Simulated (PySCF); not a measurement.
Task: Write Cartesian coordinates for `CN1C=NC=N1` as optimised with GFN2-xTB.

Result: 
```xyz
11
C3H5N3 angstrom
C     -1.607   -0.235   -0.043
N     -0.185   -0.057   -0.021
C      0.537    1.074    0.075
N      1.818    0.794    0.086
C      1.841   -0.549   -0.006
N      0.652   -1.098   -0.071
H     -1.993   -0.368    0.971
H     -2.079    0.635   -0.496
H     -1.833   -1.127   -0.624
H      0.109    2.054    0.129
H      2.746   -1.120   -0.026
```

Orientation and origin are arbitrary. Atoms count from 1 in this order. The 5-membered ring N2–C3–N4–C5–N6 has internal angles of 103.2° to 113.9° (sum 540°, against 540° for a flat polygon); it is planar, 0.00 Å rms from its mean plane, widest ring torsion 0°. The C–N distances run from 1.312 Å (C3–N4, aromatic) to 1.433 Å (C1–N2, drawn single), a spread of 0.121 Å. The 6 heavy atoms lie in one plane (0.005 Å rms). N4 (pyridine-type nitrogen) is bent (angle 103.2°).

Bonds between heavy atoms (Å): C1–N2 1.433, N2–C3 1.344, C3–N4 1.312, N4–C5 1.347, C5–N6 1.312, N2–N6 1.337.

The geometry is computed with GFN2-xTB (gas phase).

Stationary, but not proved a minimum.
